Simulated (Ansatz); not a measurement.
Rock-salt TiC: PBE at its full settings (plane-wave cutoff 520 eV, 22×22×22 k mesh, Fermi–Dirac smearing 0.05 eV, no spin polarisation, scalar-relativistic PAW data made under PBE) and at cheaper ones, in a cell of 2 atoms with Γ-centred meshes.

```json
[
 {"level and setting": "PBE (Ansatz)", "lattice parameter a (Å)": "4.333", "bulk modulus (GPa)": "251"},
 {"level and setting": "PBE (2×2×2 k mesh) (Ansatz)", "lattice parameter a (Å)": "4.405", "bulk modulus (GPa)": "238"},
 {"level and setting": "PBE (4×4×4 k mesh) (Ansatz)", "lattice parameter a (Å)": "4.328", "bulk modulus (GPa)": "250"},
 {"level and setting": "PBE (6×6×6 k mesh) (Ansatz)", "lattice parameter a (Å)": "4.333", "bulk modulus (GPa)": "250"},
 {"level and setting": "PBE (Fermi-Dirac smearing of 0.3 eV) (Ansatz)", "lattice parameter a (Å)": "4.336", "bulk modulus (GPa)": "248"}
]
```

Largest shifts from the full settings: lattice constant a +1.66 % (PBE (2×2×2 k mesh)), against a difference of +0.07 % of the full result from the reference 4.33 Å (measured, temperature not stated, no zero-point or thermal correction; as tabulated in Zhang et al. (2018), doi:10.1088/1367-2630/aac7f0); bulk modulus -5.2 % (PBE (2×2×2 k mesh)), against a difference of +4.6 % of the full result from the reference 240 GPa (measured, temperature not stated, no zero-point or thermal correction, our sources range from 235 to 268; as tabulated in Krasnenko and Brik (2013), arXiv:1306.3139).

The full settings aren't shown to be converged themselves.

Ansatz's density-functional and Hartree–Fock values are scalar-relativistic unless marked +SOC, with PAW data made under PBE.

Run with cheap settings on purpose, which may leave them unconverged: PBE (2×2×2 k mesh), PBE (4×4×4 k mesh), PBE (6×6×6 k mesh), PBE (Fermi-Dirac smearing of 0.3 eV).

Ansatz is a program for electronic structure.
